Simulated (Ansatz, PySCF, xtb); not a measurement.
Homolysis of single bonds, series SiH2Cl-X. Isolated molecules, 0 K electronic values unless said otherwise. One relaxed conformer stands for each flexible species; it need not be the lowest. Strings in code marks are SMILES.

Quantity: homolytic bond dissociation enthalpy at 298 K (no spin–orbit term), in kJ/mol. Enthalpy corrections at 298 K come from GFN2-xTB frequencies (xtb).

Level 1: frozen-core MP2/def2-TZVPP // B3LYP-D3(BJ)/def2-TZVP (Ansatz, an electronic-structure program)
Level 2: B3LYP/6-311+G** // B3LYP-D3(BJ)/def2-TZVP (PySCF)
Level 3: PBE/6-31G* // B3LYP-D3(BJ)/def2-TZVP (PySCF)
Level 4: HF/3-21G // B3LYP-D3(BJ)/def2-TZVP (PySCF)

```json
[
 {"species": "Cl–Si bond of `Cl[SiH2]Cl`, giving `[Cl]` and `[SiH2]Cl`", "level 1": "475.6", "level 2": "…", "level 3": "…", "level 4": "…"},
 {"species": "Si–Cl bond of `S[SiH2]Cl` (H–S–Si–Cl torsion 69°), giving `[Cl]` and `[SiH2]S`", "level 1": "469.9", "level 2": "412.3", "level 3": "…", "level 4": "245.5"},
 {"species": "C–Si bond of `C[SiH2]Cl`, giving `[CH3]` and `[SiH2]Cl`", "level 1": "…", "level 2": "…", "level 3": "368.3", "level 4": "270.9"},
 {"species": "S–Si bond of `S[SiH2]Cl` (H–S–Si–Cl torsion 69°), giving `[SH]` and `[SiH2]Cl`", "level 1": "385.2", "level 2": "333.9", "level 3": "…", "level 4": "188.3"},
 {"species": "Si–Si bond of `[SiH3][SiH2]Cl`, giving `[SiH2]Cl` and `[SiH3]`", "level 1": "314.3", "level 2": "292.1", "level 3": "…", "level 4": "206.3"},
 {"species": "B–Si bond of `B[SiH2]Cl`, giving `[BH2]` and `[SiH2]Cl`", "level 1": "354.6", "level 2": "340.9", "level 3": "…", "level 4": "265.3"},
 {"species": "Si–Cl bond of `[SiH3]Cl`, giving `[Cl]` and `[SiH3]`", "level 1": "…", "level 2": "417.0", "level 3": "436.2", "level 4": "247.7"},
 {"species": "F–Si bond of `F[SiH2]Cl`, giving `[F]` and `[SiH2]Cl`", "level 1": "667.9", "level 2": "592.3", "level 3": "630.3", "level 4": "394.2"},
 {"species": "Si–Cl bond of `C#C[SiH2]Cl`, giving `C#C[SiH2]` and `[Cl]`", "level 1": "484.6", "level 2": "410.9", "level 3": "431.1", "level 4": "248.0"},
 {"species": "Si–Cl bond of `F[SiH2]Cl`, giving `F[SiH2]` and `[Cl]`", "level 1": "491.5", "level 2": "435.5", "level 3": "465.2", "level 4": "280.8"}
]
```

Question: What belongs in the gaps?

Answer: 
- Cl–Si bond of `Cl[SiH2]Cl`, giving `[Cl]` and `[SiH2]Cl`, level 2: 417.4
- Cl–Si bond of `Cl[SiH2]Cl`, giving `[Cl]` and `[SiH2]Cl`, level 3: 440.0
- Cl–Si bond of `Cl[SiH2]Cl`, giving `[Cl]` and `[SiH2]Cl`, level 4: 241.8
- Si–Cl bond of `S[SiH2]Cl` (H–S–Si–Cl torsion 69°), giving `[Cl]` and `[SiH2]S`, level 3: 433.4
- C–Si bond of `C[SiH2]Cl`, giving `[CH3]` and `[SiH2]Cl`, level 1: 387.7
- C–Si bond of `C[SiH2]Cl`, giving `[CH3]` and `[SiH2]Cl`, level 2: 349.9
- S–Si bond of `S[SiH2]Cl` (H–S–Si–Cl torsion 69°), giving `[SH]` and `[SiH2]Cl`, level 3: 358.5
- Si–Si bond of `[SiH3][SiH2]Cl`, giving `[SiH2]Cl` and `[SiH3]`, level 3: 303.6
- B–Si bond of `B[SiH2]Cl`, giving `[BH2]` and `[SiH2]Cl`, level 3: 356.5
- Si–Cl bond of `[SiH3]Cl`, giving `[Cl]` and `[SiH3]`, level 1: 465.8
